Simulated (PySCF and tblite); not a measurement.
Values are calculated unless marked as measured or tabulated.
# Pyramidal inversion: stationary points, barriers and rates

System: C₄H₉N, numbered as in [CH3:1][N:2]1[CH2:3][CH2:4][CH2:5]1.

Motion: pyramidal inversion at N2. Geometries: PBE0-D3(BJ)/def2-SVP; energies: PBE0/pcSseg-1 + D3(BJ); zero-point and thermal terms from GFN2-xTB harmonic modes (soft modes blended into free rotors). Rate constants are transition-state-theory values, counting equivalent paths, without tunnelling. (PySCF 2.14 with density fitting, tblite 0.8.)

| point | symmetry | E(GFN2) kcal/mol | E(DFT) kcal/mol | ZPE change kcal/mol | lowest mode cm⁻¹ | dipole D |
| --- | --- | --- | --- | --- | --- | --- |
| start | Cs | 0.0 | 0.0 | 0.00 | 138 | 0.73 |
| saddle | Cs | 6.9 | 6.5 | -1.12 | 314i | 0.18 |
| end | Cs | 0.0 | 0.0 | 0.00 | 139 | 0.73 |

| Property | Result |
| --- | --- |
| Electronic barrier | 6.5 kcal/mol |
| Barrier with zero-point energy | 5.4 kcal/mol |
| ΔH‡ (298 K) | 5.4 kcal/mol |
| ΔS‡ (298 K, symmetry apart) | 1.2 cal/(mol K) |
| Paths | 2 equivalent paths |
| End point | the same structure with atoms interchanged, or its mirror image |
| Mean lifetime of the start against this motion at 298 K | 400 ps |
| Cost | 99 s on 1 thread of Intel Xeon @ 2.60GHz, shared host (rough), peak memory 0.62 GiB, launched as `OMP_NUM_THREADS=1 python ens_run.py task.json out` |

| T/K | ΔG‡ kcal/mol | k s⁻¹ |
| --- | --- | --- |
| 150 | 5.2 | 1.8×10⁵ |
| 200 | 5.1 | 2.2×10⁷ |
| 250 | 5.1 | 3.9×10⁸ |
| 298 | 5.0 | 2.5×10⁹ |
| 350 | 5.0 | 1×10¹⁰ |
| 400 | 5.1 | 2.9×10¹⁰ |
| 500 | 5.1 | 1.2×10¹¹ |

ΔG and ΔG‡ leave out symmetry numbers and mirror images; rates count paths: 2 out.
